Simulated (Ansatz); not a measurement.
**AlH3O (AlH2(OH)): BHLYP/STO-3G**

What is the vertical ionisation energy of AlH3O (AlH2(OH)) at BHLYP/STO-3G? 

Program for the calculation: Ansatz 0.2.0.

56 further runs of the same task are left out: 56 set aside as unsound or not needed.

**1. The molecule**

AlH3O: 5 atoms, total charge 0, spin state singlet. As SMILES, `[H][Al]([H])[OH]`. Geometry: a GFN2-xTB relaxation, a rough one for these elements and not checked as a minimum.

Bond lengths: Al1–O4 1.636 Å, Al1–H2 1.532 Å, Al1–H3 1.531 Å, O4–H5 0.949 Å. Angles: Al1–O4–H5 179.6°, H2–Al1–O4 120.0°, H3–Al1–O4 120.0°, H2–Al1–H3 120.0°.

**2. The energy at BHLYP/STO-3G**

run.yaml reads:

```yaml
crystal:
  periodic: [false, false, false]
  atoms:
    - {symbol: Al, position_ang: [0.271770, 0.451120, -0.109270]}
    - {symbol: H, position_ang: [1.798980, 0.417230, -0.221380]}
    - {symbol: H, position_ang: [-0.481020, 1.769010, -0.311810]}
    - {symbol: O, position_ang: [-0.555450, -0.920030, 0.226660]}
    - {symbol: H, position_ang: [-1.034280, -1.717330, 0.415800]}
basis:
  gaussian:
    orbitals: STO-3G
hamiltonian:
  xc: {name: BHLYP}
accuracy: high
```

Command:

```sh
$ ansatz run run.yaml --threads 1 --pin off --max-ram 2610MiB --events-out events.jsonl --progress --plain --runs-dir runs
```

Standard output:

```text
Warning: RAYON_NUM_THREADS=1 ignored (pool sized by the plan → 1); use --threads N
Functional definition: BHLYP
  name "BHLYP"
  parameter a = 0.5
  exchange = (1 - a)*b88_x + a*exact_x
  correlation = lyp_c
288 factors; integrals over basis functions are off by at most 2.9e-8 eV
mean field evaluation 1: about -8581.2492 eV, gradient 2.4e1 eV
mean field evaluation 2: about -8582.0886 eV, gradient 1.9e1 eV
mean field evaluation 4: about -8583.1896 eV, gradient 1.8e-1 eV
mean field evaluation 8: about -8583.1754 eV, gradient 3.1e-4 eV
mean field -8583.17535130 eV, -315.4258762751 hartree, gradient 7.9e-9 eV, S^2 0.000000; 0 other end points of the search recorded, 0 dependent functions left out
reference -8583.17536989 eV, -315.4258769583 hartree; 12, 12 occupied and 5, 5 virtual orbitals, 288 factors
Total energy: -8583.17536989 eV, -315.4258769583 hartree
```

Wall time 1.5 s (1 thread of Intel Xeon Platinum 8259CL at 2.50GHz (Skylake/Cascade Lake), shared host); peak memory 0.11 GiB.

**3. The doublet cation, same level**

Edit run.yaml of step 2 so:

```diff
@@ -11,2 +11,6 @@
     orbitals: STO-3G
+total_charge: 1
+magnetization:
+  spin_polarized: true
+  initial_magnetization: 1
 hamiltonian:
```

Command:

```sh
$ ansatz run run.yaml --threads 1 --pin off --max-ram 2610MiB --events-out events.jsonl --progress --plain --runs-dir runs
```

Standard output:

```text
Warning: RAYON_NUM_THREADS=1 ignored (pool sized by the plan → 1); use --threads N
[... 5 set-up lines as earlier in the session ...]
287 factors; integrals over basis functions are off by at most 2.9e-8 eV
mean field evaluation 1: about -8568.3195 eV, gradient 2.8e1 eV
mean field evaluation 2: about -8545.3134 eV, gradient 7.6e1 eV
mean field evaluation 4: about -8576.3143 eV, gradient 4.2e0 eV
mean field evaluation 8: about -8576.4507 eV, gradient 1.8e-1 eV
mean field evaluation 16: about -8576.4512 eV, gradient 9.1e-6 eV
mean field -8576.45118379 eV, -315.1787676768 hartree, gradient 9.2e-8 eV, S^2 0.758823; 2 other end points of the search recorded, 0 dependent functions left out
reference -8576.45120197 eV, -315.1787683450 hartree; 12, 11 occupied and 5, 6 virtual orbitals, 287 factors
Total energy: -8576.45120197 eV, -315.1787683450 hartree
```

It took 2.7 s on 1 thread of Intel Xeon Platinum 8259CL at 2.50GHz (Skylake/Cascade Lake), shared host; peak memory 0.14 GiB.

**4. Results**

At BHLYP/STO-3G:

```
                                          quantity          value
                       singlet AlH3O: total energy  -315.42588 Eh
                      doublet cation: total energy  -315.17877 Eh
                              doublet cation: ⟨S²⟩          0.759
vertical ionisation energy (to the doublet cation)       6.724 eV
```

What this shows: The vertical ionisation energy comes to 6.72 eV (649 kJ/mol). In a minimal basis such a difference can be off by several eV, whatever the method.
